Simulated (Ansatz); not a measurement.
Elastic constant C44 (GPa) of 39 elemental solids other than molecular ones, computed with PBE (Ansatz, a program for electronic structure, PAW) and with LDA in Ansatz (plane waves, PAW). The set holds measured phases with no doubt noted on the run or the magnetic state but for the caveats below. 8 more of the class have both values but aren't in it, for one of these reasons: built or high-temperature cells, doubts on the run or the magnetic state, unlike cells, values of zero, layered or molecular crystals. Solids without a value at one level (not run, failed, or a magnetic order lost), or held back for tests, aren't counted.

Every twentieth of the way through the set, in order of the shift (worked out from unrounded values):

```csv
solid,PBE,LDA,shift (%)
hcp Zr,26.6,17.0,-36
hcp Ti,44.3,36.5,-17.6
diamond-structure Si,74.2,75.5,+1.8
bcc Li,11.6,11.9,+2.5
diamond,558,594,+6.4
hcp Mg,18.4,20.2,+10.1
hcp Os,258,285,+10.4
hcp Tc,137,155,+12.9
bcc Na,6.30,7.24,+14.8
hcp Sc,29.6,34.3,+15.7
bcc Rb,2.00,2.34,+17.4
bcc K,2.77,3.27,+17.9
fcc Rh,185,222,+20
hcp Co,98.3,121,+23
fcc Cu,80.6,102,+27
fcc Pb,16.6,21.1,+27
white tin (β-Sn),19.4,25.2,+30
fcc Pd,60.7,79.0,+30
fcc Sr,9.95,13.7,+38
bcc Fe,106,155,+46
hcp Cd,8.52,18.5,+117
```

The shift from PBE to LDA has a median of +17.4 %, and eight in ten lie between -1.3 % and +39 %; LDA is the larger in 35 of 39. Each level is at its own cell, so the shift holds the change of volume too.

Ansatz's runs of these crystals have no spin polarisation, but for bcc Fe, hcp Co, fcc Ni.

Density-functional runs with spin start from parallel moments for bcc Fe, parallel moments for hcp Co, parallel moments for fcc Ni.

Spin–orbit coupling is left out, also for the solids with elements from indium on (fcc Pt, hcp Os, bcc Ba, white tin (β-Sn), double-hcp La, hcp Tl, fcc Ir, hcp Re, bcc Cs, hcp Hf and 3 more); its size isn't shown.

Each level is taken at its own relaxed cell. Ansatz's density-functional and Hartree–Fock values are scalar-relativistic unless marked +SOC, with PAW data made under PBE.
